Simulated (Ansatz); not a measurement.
Wavefunction ladder for C2H4N2O2 (`NC1(O)N=C1O`)

```xyz
10

N     1.1086   -0.7075   -0.9466
C     0.4486    0.0279    0.0475
O     1.3630    0.3671    1.0180
N    -0.6323    1.0630   -0.2797
C    -0.9531   -0.0236    0.2771
O    -2.0339   -0.6348    0.7216
H     0.5326   -0.8380   -1.7647
H     1.9851   -0.2670   -1.1941
H     0.9763    1.0661    1.5528
H    -2.7949   -0.0532    0.5679
```

Total charge 0; spin multiplicity 1. The geometry is a stationary point of PBE0-D4/def2-TZVP. It is one conformer, not always the lowest. Frozen core, restricted reference, Ansatz. CBS rows extrapolate triple and quadruple zeta; past MP2 they add the triple-zeta difference.

| basis | HF (Eh) | MP2 corr. | CCSD corr. | (T) | CCSD(T) total |
| --- | --- | --- | --- | --- | --- |
| def2-SVP | -336.35105 | -0.95983 | ? | -0.03274 | ? |
| def2-TZVPP | ? | ? | -1.20494 | ? | ? |
| def2-QZVPP | -336.77187 | -1.28440 | – | – | – |
| CBS(def2) | -336.77397 | -1.34952 | -1.35796 | as TZ | -338.18605 |

(1) Fill in the withheld values. (Best estimate.)

Results:

(1) Computed: def2-SVP CCSD corr.: -0.98362; def2-SVP CCSD(T) total: -337.36741; def2-TZVPP HF (Eh): -336.75659; def2-TZVPP MP2 corr.: -1.19649; def2-TZVPP (T): -0.05412; def2-TZVPP CCSD(T) total: -338.01565.
